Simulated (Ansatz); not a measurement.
C₂H₇N (`CCN`), relaxed with RKS PBE0-D4/def2-TZVP in Ansatz 0.2.0 from a PBE-D4/def2-SVP geometry. The force threshold is 0.005 eV/Å; the program also tests the step.

Charge 0, multiplicity 1.

Start:

```xyz
10

C     0.348   -0.886    0.499
C     0.210    0.175   -0.599
N    -0.716    1.272   -0.326
H     1.067   -1.685    0.218
H    -0.629   -1.374    0.708
H     0.704   -0.434    1.450
H    -0.107   -0.313   -1.548
H     1.208    0.615   -0.816
H    -0.435    1.744    0.544
H    -1.650    0.886   -0.130
```

```tsv
step	energy (eV)	largest force (eV/Å)	largest move (Å)
1	-3675.1966	0.761	0.000
2	-3675.2322	0.294	0.019
3	-3675.2364	0.060	0.009
4 (rejected)	-3675.2341	0.229	0.016
5	-3675.2366	0.021	0.005
6	-3675.2367	0.001	0.002
```

End:

```xyz
10

C     0.348   -0.885    0.497
C     0.212    0.167   -0.593
N    -0.712    1.254   -0.312
H     1.058   -1.667    0.214
H    -0.615   -1.364    0.700
H     0.700   -0.436    1.431
H    -0.107   -0.309   -1.526
H     1.192    0.608   -0.803
H    -0.433    1.742    0.532
H    -1.641    0.890   -0.140
```

It took 7.5 s on 2 threads of a server CPU on a shared host, with 0.23 GiB of host memory at the peak.
